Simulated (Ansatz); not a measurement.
C2H6O, SMILES `CCO` (C–C–O–H torsion 58°) (charge 0, multiplicity 1).

Cartesian coordinates (Å):
```xyz
9

C     -0.8202     0.2952    -0.2684
C      0.3316    -0.5131     0.2874
O      1.4571     0.2805     0.6033
H     -1.6889    -0.3421    -0.4534
H     -0.5481     0.7657    -1.2186
H     -1.1102     1.0823     0.4308
H      0.6039    -1.3157    -0.4127
H      0.0398    -0.9918     1.2251
H      1.7349     0.7391    -0.1935
```
Charge 0, multiplicity 1.

Frozen-core energies in 6-31g from Ansatz (a quantum-chemistry and plane-wave program) at a geometry from PBE0-D3(BJ)/def2-TZVP; the HF reference has <S^2> = 0.00 and the T1 diagnostic is 0.007.

```
level     energy (Ha)  difference from CCSDTQ (mHa)
--------  -----------  ----------------------------
HF         -154.01095                        343.77
MP2        -154.31606                         38.65
CCSD       -154.34746                          7.26
CCSD(T)    -154.35356                          1.15
CCSDT      -154.35406                          0.65
CCSDT(Q)   -154.35477                         -0.05
CCSDTQ     -154.35471                          0.00
```
